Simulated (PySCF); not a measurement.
EPR parameters of C5H10N

C5H10N (doublet state).
Z-matrix (Å and degrees, GFN2-xTB geometry), rows numbered from 1:
```
C 
N   1  1.2544
C   2  1.4454  1  120.03
C   3  1.4876  2  105.71  1  -105.57
C   4  1.4841  3  119.42  2    79.12
C   4  1.4823  3  119.19  2   -87.16
H   1  1.0971  2  124.69  3    -5.28
H   1  1.0802  2  118.53  3   175.01
H   3  1.1033  2  111.86  1    15.48
H   3  1.0933  2  107.34  1   136.04
H   5  1.0915  4  111.22  3  -132.38
H   5  1.0889  4  111.16  3   -11.01
H   5  1.0957  4  110.88  3   108.70
H   6  1.0957  4  110.68  3    70.18
H   6  1.0909  4  111.04  3   -48.24
H   6  1.0880  4  110.92  3  -169.89
```

The hyperfine couplings belong to this conformer and change with its torsions.

Identity: `C=NC[C](C)C` [radical].

The calculation used PySCF, UKS B3LYP, pcH-1 on C H N, non-relativistic, mean-field spin-orbit, GIAO. Isolated species at its GFN2-xTB geometry (one conformer only). GFN2-xTB frequencies show an imaginary mode (73i cm⁻¹), so this geometry is no minimum at that level. The geometry wasn't refined by DFT: couplings that depend on bond lengths, twists or pyramidal angles can differ widely from those at the functional's own minimum. No stability test was run, so a lower SCF solution isn't excluded.

| Quantity | Value |
| --- | --- |
| g1, g2, g3 | 2.00214, 2.00263, 2.00302 |
| g_iso | 2.00260 |
| Form of g | rhombic: the two nearest values differ by 45 % of g3 − g1 |
| ⟨S²⟩ | 0.7543 (exact 0.7500) |
| HOMO–LUMO gap, α and β orbitals | 4.65, 5.51 eV |

Isotropic coupling and dipolar principal values T1 to T3, in MHz:

```
atom  isotope  a_iso     T1     T2     T3  Mulliken spin population
  C1      13C    4.1   -4.8   -3.5    8.3                      0.05
  N2      14N   24.2   -3.6   -1.3    4.9                      0.01
  C3      13C  -24.8   -1.5   -0.8    2.2                     -0.06
  C4      13C  102.7  -80.1  -80.0  160.0                      0.96
  C5      13C  -31.4   -2.2    0.0    2.2                     -0.08
  C6      13C  -31.5   -2.1   -0.2    2.2                     -0.08
  H7       1H   -2.7   -1.8   -0.6    2.5                      0.00
  H8       1H    1.0   -2.6   -1.2    3.8                      0.00
  H9       1H   33.3   -5.5   -3.9    9.3                      0.02
 H10       1H   17.2   -5.2   -4.0    9.2                      0.01
 H11       1H   62.2   -4.3   -3.7    8.1                      0.03
 H12       1H   16.0   -4.4   -3.7    8.1                      0.01
 H13       1H  122.1   -5.4   -4.0    9.4                      0.05
 H14       1H  135.6   -5.0   -3.2    8.2                      0.06
 H15       1H   54.2   -4.6   -4.5    9.1                      0.02
 H16       1H   17.1   -4.7   -3.9    8.6                      0.01
```

The Mulliken spin populations are largest on C4 (+0.96), C5 (-0.08), C6 (-0.08) and C3 (-0.06). C4 is the only atom above +0.15. The angles at C4 add up to 358.6°, so it is planar.

Axes: g3 points within 7° of the C3–C4 bond.

Under fast tumbling the dipolar parts average out, and these isotropic splittings remain: 6 × 1H (H11 (×6), I = 1/2, 7 lines) with 2.42 mT, 2 × 1H (H9/H10, I = 1/2, 3 lines) with 0.90 mT, 1 × 14N (N2, I = 1, 3 lines) with 0.86 mT, 1 × 1H (H7, I = 1/2, 2 lines) with 0.10 mT and 1 × 1H (H8, I = 1/2, 2 lines) with 0.04 mT.

Nuclei that the bonding pattern makes equivalent are averaged, as if the motion that swaps them (rotation, inversion, ring flip) were fast. The six 1H nuclei of mean +67.9 MHz run from 16.0 to 135.6 MHz in the frozen geometry. The 1H value of +25.2 MHz is a mean of couplings from 17.2 to 33.3 MHz in this one geometry, not an average over conformers.

The 13C coupling of C4 (102.7 MHz) shows only in satellite lines or after enrichment, since that isotope makes up about 1.07 % of natural carbon.

Examples of negative spin density at the nucleus (bohr⁻³): C5/C6 (-0.0280) and C3 (-0.0220).
